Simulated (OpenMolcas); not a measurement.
C3H5N (propanenitrile): the vertical energy of the triplet above the singlet from total energies

The species is C3H5N (9 atoms), meant as a singlet with charge 0. SMILES: `CCC#N`. Geometry: relaxed at PBE0-D4/def2-TZVP.

Both states at this one shape; open shells run unrestricted unless said. 1 Eh = 27.2114 eV.

```tsv
level	program	singlet C3H5N (Eh)	triplet C3H5N (Eh)
SVWN5/def2-SVPD	OpenMolcas	-170.396504	-170.138269
BLYP/def2-SVPD	OpenMolcas	-171.872036	-171.623109
```

Work out the vertical gap, second state less first, at each level.


1. SVWN5/def2-SVPD: -170.138269 − (-170.396504) = 0.258235 Eh = 7.03 eV.
2. BLYP/def2-SVPD: -171.623109 − (-171.872036) = 0.248927 Eh = 6.77 eV.

No measured value is set beside it here; the levels span 6.77 to 7.03 eV.
